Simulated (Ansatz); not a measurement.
C4H6S (`C=CC(C)=S`). Total charge 0; spin multiplicity 1. The geometry is a stationary point of PBE0-D4/def2-TZVP. It is one conformer, not always the lowest.

```xyz
11

C    -1.080    1.105   -1.332
C    -0.726    0.274   -0.354
C     0.656   -0.010    0.047
C     0.777   -0.982    1.176
S     1.963    0.657   -0.655
H    -0.323    1.633   -1.903
H    -2.122    1.270   -1.578
H    -1.497   -0.247    0.208
H     0.228   -0.611    2.048
H     0.308   -1.933    0.898
H     1.816   -1.155    1.446
```

(1) What is the dipole moment at PBE/def2-TZVPP? (Estimate.)

(2) And with r2SCAN, B3LYP, ωB97M-V? (Estimate.)

(3) Give the Mulliken charges with PBE, r2SCAN, B3LYP in def2-TZVPP. (An estimate is asked.)

## Answers

(1) Computed: 2.67 D, with components (-2.39, -0.84, 0.84) D in this frame, pointing from negative to positive charge.

(2) Computed: r2SCAN 2.84 D, B3LYP 2.72 D, ωB97M-V 2.66 D.

(3) The calculation gave: 
```
atom    PBE  r2SCAN  B3LYP
  C1  -0.13   -0.11  -0.15
  C2  -0.13   -0.13  -0.14
  C3   0.13    0.12   0.13
  C4  -0.20   -0.09  -0.21
  S5  -0.24   -0.24  -0.24
  H6   0.09    0.09   0.11
  H7   0.11    0.10   0.12
  H8   0.09    0.07   0.10
  H9   0.10    0.06   0.10
 H10   0.10    0.06   0.10
 H11   0.09    0.06   0.10
```

B3LYP here is the variant with VWN-RPA as its local correlation; programs differ in this.
